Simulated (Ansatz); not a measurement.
Ansatz input wanted

SiH2Cl2 has 5 atoms, charge 0, and is taken as a singlet. SMILES: `Cl[SiH2]Cl`. The shape is that of a PBE0-D4/def2-TZVP optimisation.

```xyz
5

Cl   -1.0361   -0.3934    1.6093
Si    0.1368   -0.0717   -0.0289
Cl   -0.7992    1.1968   -1.3240
H     0.3520   -1.3622   -0.7112
H     1.3965    0.5566    0.4134
```

Settings wanted:

* basis set: 6-311+G**
* task: energy
* method: DFT
* functional: B3LYP
* reference: RKS
* accuracy: high
* d and f functions: spherical

Write the Ansatz 0.2.0 input and the command.

This one ran through:

input.yaml:
```yaml
crystal:
  periodic: [false, false, false]
  atoms:
    - {symbol: Cl, position_ang: [-1.036100, -0.393400, 1.609300]}
    - {symbol: Si, position_ang: [0.136800, -0.071700, -0.028900]}
    - {symbol: Cl, position_ang: [-0.799200, 1.196800, -1.324000]}
    - {symbol: H, position_ang: [0.352000, -1.362200, -0.711200]}
    - {symbol: H, position_ang: [1.396500, 0.556600, 0.413400]}
basis:
  gaussian:
    orbitals: 6-311+G_st__st_-spherical.json
hamiltonian:
  xc: {name: B3LYP}
accuracy: high
output: {orbitals: {seedname: orbitals}}
```

```bash
$ ansatz run input.yaml --threads 1 --pin off --max-ram 3480MiB --events-out events.jsonl --progress --plain --runs-dir runs
```

(Basis files named in the input come from the Basis Set Exchange and aren't shown.)

Calculated total energy: -1211.26467 Eh.
